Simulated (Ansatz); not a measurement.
## Volume per atom of Al (model structure, started from the omega type, P6/mmm, No. 191, 3 atoms in the cell) at several levels of theory

No measured value is used here.

```
level (code)         value (Å³/atom)
-------------------  ---------------
PBE (Ansatz)                   17.17
PBEsol (Ansatz)                  ___
PBE-D3(BJ) (Ansatz)            16.41
```

Problem. Some entries are withheld; supply them.

Solution. 
- PBEsol (Ansatz, a program for electronic structure), value (Å³/atom): 16.82

Ansatz's density-functional and Hartree–Fock values are scalar-relativistic unless marked +SOC, with PAW data made under PBE.

A model structure was made by putting elements into a prototype or built by hand; it is no filed structure, need not be a known phase, and can be a saddle point held by its symmetry.
